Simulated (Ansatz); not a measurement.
Relaxed structures of CH6NSi (charge +1), singlet (PBE0-D4/def2-TZVP; forces vanish, vibrations not checked; lower isomers may exist, and structures with a doubtful reference or unclear bonds are left out; Å). Program: Ansatz 0.2.0. Basis: def2-TZVPP. Cores are frozen in the correlated methods.

Problem. Rank them by CCSD(T) energy, lowest first, and give each one's height above the lowest. Links in brackets join atoms within 1.22 times the sum of their covalent radii (1.1 for two metals). (An estimate is asked for; the value comes from the calculation.)
A.
CH₆NSi ([NH3][CH][SiH2]), total charge +1
```
9
angstrom
C 0.4740 -0.1901 -0.2719
N -0.3968 0.8659 -0.8095
Si 0.2481 -1.0193 1.2075
H -1.1842 1.0673 -0.1902
H -0.7917 0.6066 -1.7191
H 0.1108 1.7463 -0.9424
H 1.3060 -0.3979 -0.9336
H 1.2157 -2.0516 1.5979
H -0.9064 -0.6887 2.0636
```
B.
CH₆NSi ([CH2][NH][SiH3]), total charge +1
```
9
angstrom
C -0.2594 0.8298 -0.4991
N 0.5658 0.0324 0.0495
Si 0.2139 -1.1335 1.4493
H -1.2868 0.8665 -0.1456
H 1.1371 -0.6839 2.5057
H 0.0483 1.4759 -1.3176
H 1.5131 0.0461 -0.3281
H 0.5324 -2.4539 0.8790
H -1.2150 -0.8790 1.7040
```
C.
CH₆NSi ([CH3][NH][SiH2]), total charge +1
```
9
angstrom
C -0.4073 0.8668 -0.7987
N 0.4426 -0.1876 -0.2391
Si 0.2493 -0.9957 1.1715
H -1.2414 1.0694 -0.1279
H -0.7969 0.5482 -1.7661
H 0.1769 1.7786 -0.9268
H 1.2394 -0.4204 -0.8238
H 1.2470 -2.0173 1.5111
H -0.9096 -0.6421 1.9999
```
D.
CH₆NSi ([CH3][NH2][SiH]), total charge +1
```
9
angstrom
C -0.4598 0.8042 -0.7774
N 0.4818 -0.0345 0.0187
Si -0.2706 -1.6709 0.7672
H -1.2953 1.0949 -0.1430
H -0.8328 0.2171 -1.6147
H 0.0498 1.6926 -1.1474
H 1.2961 -0.2833 -0.5498
H 1.0971 -1.9684 1.3541
H 0.8793 0.5164 0.7848
```

Solution. By the calculation: B (0.00 kcal/mol), C (5.24 kcal/mol), D (20.41 kcal/mol), A (31.20 kcal/mol). Heights count from the lowest.

T1 diagnostic: at most 0.016. The restricted Hartree–Fock reference is unstable towards an unrestricted one at one or more of these structures.

For scale, one of the runs: CCSD(T)/def2-TZVPP, 188 basis functions, launched by `ansatz run in.yaml --threads 2 --pin off --events-out ev --progress --plain --max-ram 4352MiB`. Time: 31 s of wall clock on 2 CPU threads of an Arm Neoverse V2; the host was shared. Peak host memory: 1.9 GiB.
